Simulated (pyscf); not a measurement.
Structures and frequencies: ωB97X-D3(BJ)/def2-SVP in PySCF.

Question: What are the homolytic bond dissociation enthalpies (298 K) of HO–Zr(F)(F)–F at ωB97M-D3(BJ)/def2-TZVP, weakest first?

Answer: H–O to [O–Zr(F)(F)–F]• + H•: 5.44 eV; O–Zr to OH• + [F–Zr(F)–F]•: 5.53 eV; F–Zr to [HO–Zr(F)–F]• + F•: 6.66 eV. Ring and multiple bonds, and those that leave no two simple radicals, are not listed. The radicals are drawn with the spin at the cut bond; how far it spreads was not checked. Other isomers of [O–Zr(F)(F)–F]•, [HO–Zr(F)–F]• were not searched in full and may lie lower. Left out: the spin-orbit lowering of F, OH. Open-shell species with a d-block atom are single-reference here; other states, and whether the spin sits on metal or ligand, were not checked. Elements past Kr carry the def2 core potentials, without spin-orbit coupling.
